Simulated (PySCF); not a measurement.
The vertical singlet excitations below were computed for one of the candidates. Level of theory: TDDFT CAM-B3LYP/def2-SVPD, vertical, gas phase, core orbitals frozen in the response (PySCF). Geometries: GFN2-xTB, one conformer each.

```
state  E (eV)  λ (nm)       f
   S1    5.71   217.2  0.0001
   S2    5.89   210.3   0.047
   S3    7.16   173.1   0.344
   S4    8.09   153.2   0.070
   S5    8.42   147.3   0.013
   S6    8.63   143.7   0.032
   S7    8.93   138.9   0.029
   S8    9.02   137.5  0.0010
```

Triplets computed (Tamm–Dancoff): 4.07, 5.25, 5.77 eV.

Question: Which candidate is it? All have the formula C4H4F2.
A. `C=C1CC1(F)F`
B. `C=C1[C@@H](F)[C@H]1F`
C. `C#C[C@@H](F)CF`
D. `FCC1=C[C@@H]1F`

Answer: B. Its S1, at 5.71 eV, is the lowest among the candidates; the nearest of the others has S1 at 6.07 eV. S1 is HOMO-1→LUMO (97%). Löwdin shares by element: HOMO carbon 75% (atoms not listed hold the other 25%); LUMO carbon 72% (atoms not listed hold the other 28%). At the same level the other candidates give, for their lowest levels:
- `C=C1CC1(F)F`: 6.07 eV (f 0.000); 7.08 eV (f 0.002); 7.25 eV (f 0.452); 7.95 eV (f 0.033); 8.27 eV (f 0.014); T1 4.22 eV; HOMO -9.78, LUMO 0.17 eV
- `FCC1=C[C@@H]1F`: 6.44 eV (f 0.001); 7.17 eV (f 0.122); 7.90 eV (f 0.046); 8.07 eV (f 0.015); 8.34 eV (f 0.021); T1 4.77 eV; HOMO -9.78, LUMO 0.72 eV
- `C#C[C@@H](F)CF`: 6.33 eV (f 0.000); 6.82 eV (f 0.001); 7.03 eV (f 0.001); 8.11 eV (f 0.062); 8.37 eV (f 0.067); T1 5.37 eV; HOMO -9.95, LUMO 1.00 eV
